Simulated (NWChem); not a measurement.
System: SiH$_{2}$, triplet; SMILES [SiH2]

NWChem input:

```
start job
memory heap 200 mb stack 900 mb global 1100 mb
geometry units angstroms noautoz
  Si     0.000000     0.000000     0.134441
  H      1.287307     0.000000    -0.623186
  H     -1.287307     0.000000    -0.623186
end
basis spherical
  Si library 6-31g*
  H library 6-31g*
end
dft
  odft
  mult 3
  xc pbe0
  iterations 150
  mulliken
end
task dft energy
```

In the optimisation the excess spin sits in a1 and b2 (C2v, its own frame). The geometry was optimised at PBE0/def2-SVP, spin-unrestricted. No stability test was run on the SCF state.

**Question.** Give the results of this calculation. (PBE0/6-31G* (spherical d), spin-unrestricted.) Quantities: basis functions; energy (Ha); highest occupied level (eV); lowest empty minus highest occupied level, either spin (eV); <S²>.

**Answer.** The number of basis functions is 22 and the energy (Ha) comes out as -290.44. The highest occupied level (eV) comes out as -5.72. The lowest empty minus highest occupied level, either spin (eV) is 2.57 and the <S²> is 2.00.
